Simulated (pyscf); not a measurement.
H₃C–Si(Cl)(Cl)–Cl (SMILES C[Si](Cl)(Cl)Cl) + HCl (SMILES Cl) → CH₄ (SMILES C) + Cl–Si(Cl)(Cl)–Cl (SMILES Cl[Si](Cl)(Cl)Cl) (four-centre exchange; singlet surface; C–Si, Cl–H broken, C–H, Cl–Si formed). Single points on ωB97X-D3(BJ)/def2-SVP structures (PySCF, gas phase). Energies in eV from the separated reactants.

```tsv
level	barrier	reaction energy
ωB97X-D3(BJ)/def2-TZVP	2.18	-0.87
r²SCAN/def2-TZVP	[?]	[?]
B3LYP-D3(BJ)/def2-TZVP	2.23	-0.84
PBE0-D3(BJ)/def2-TZVP	2.03	-0.82
M06-2X/def2-TZVP	[?]	-0.84
HF/def2-TZVP	3.36	-0.85
```

Some entries are withheld; supply them.


- r²SCAN/def2-TZVP, barrier: 2.05
- r²SCAN/def2-TZVP, reaction energy: -0.86
- M06-2X/def2-TZVP, barrier: 2.21

The functionals in the table span 0.20 eV in this barrier, from PBE0-D3(BJ) to B3LYP-D3(BJ). This is the saddle that the search found; another between the same sides may lie lower.
